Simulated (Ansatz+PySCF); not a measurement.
## singlet P2: levels of theory in one basis

```xyz
2

P     0.0000    0.0000   -1.8910
P     0.0000    0.0000    1.8910
```

Basis set: 6-31G (spherical functions). Correlated methods keep 10 orbitals frozen. Charge 0, multiplicity 1.

Computed with Ansatz (development build ahead of 0.2.0); each method stands on the lowest determinant of its kind that the runs found. NEVPT2 correlates all electrons. Active spaces start from the frontier orbitals, and the lowest solution found is given.

```json
{"method": "RHF", "E − E(RHF) (eV)": "0.00", "<S²> of the determinant": "0.00"}
{"method": "UHF", "E − E(RHF) (eV)": "-7.05", "<S²> of the determinant": "2.96"}
{"method": "RHF-MP2", "E − E(RHF) (eV)": "-2.63", "<S²> of the determinant": "–"}
{"method": "UHF-MP2", "E − E(RHF) (eV)": "-7.70", "<S²> of the determinant": "2.96"}
{"method": "RHF-CCSD", "E − E(RHF) (eV)": "-4.08", "<S²> of the determinant": "–"}
{"method": "UHF-CCSD", "E − E(RHF) (eV)": "-7.96", "<S²> of the determinant": "2.96"}
{"method": "RHF-CCSD(T)", "E − E(RHF) (eV)": "-4.36", "<S²> of the determinant": "–"}
{"method": "UHF-CCSD(T)", "E − E(RHF) (eV)": "-7.97", "<S²> of the determinant": "2.96"}
{"method": "RHF-CCSDT(Q)", "E − E(RHF) (eV)": "-4.47", "<S²> of the determinant": "–"}
{"method": "UHF-CCSDT(Q)", "E − E(RHF) (eV)": "-7.99", "<S²> of the determinant": "2.96"}
{"method": "full CI (lowest root of this spin)", "E − E(RHF) (eV)": "-8.00", "<S²> of the determinant": "–"}
{"method": "CASSCF(10,8)", "E − E(RHF) (eV)": "-7.10", "<S²> of the determinant": "–"}
```

**Question.** What does SC-NEVPT2(10,8) give on the same scale?

**Answer.** -7.86 eV. NEVPT2 here correlates all electrons, so it doesn't share the others' frozen core.

At such a shape the full CI root can have another spatial symmetry than the determinants, so the rows needn't describe one state.

**Question.** Is a single determinant a sound starting point here?

**Answer.** It is doubtful. Unrestricted orbitals lower Hartree–Fock by 7.05 eV and <S²> is 2.96 where a pure state has 0.00, a sign of strong static correlation. The CASSCF(10,8) natural occupations are 2.00, 2.00, 1.26, 1.06, 1.06, 0.94, 0.94, 0.74.

Caution for RHF, RHF-MP2, RHF-CCSD, RHF-CCSD(T), RHF-CCSDT(Q): an unrestricted determinant lies well below. Caution for RHF, UHF, RHF-MP2, UHF-MP2, RHF-CCSD, UHF-CCSD, RHF-CCSD(T), UHF-CCSD(T), RHF-CCSDT(Q), UHF-CCSDT(Q): the determinant breaks the point group. Caution for UHF, UHF-MP2, UHF-CCSD, UHF-CCSD(T), UHF-CCSDT(Q): the unrestricted determinant is a mixture of spin states. Caution for RHF-MP2, RHF-CCSD, RHF-CCSD(T), RHF-CCSDT(Q): large amplitudes, a single reference is doubtful. Caution for RHF-MP2, UHF-MP2: another reference gives a lower total. Caution for UHF-MP2, UHF-CCSD, UHF-CCSD(T), UHF-CCSDT(Q): bonds are stretched, where a single reference can fail. Caution for RHF-CCSD(T): the amplitudes may be one of several solutions. Caution for RHF-CCSDT(Q): the program doubts this total.
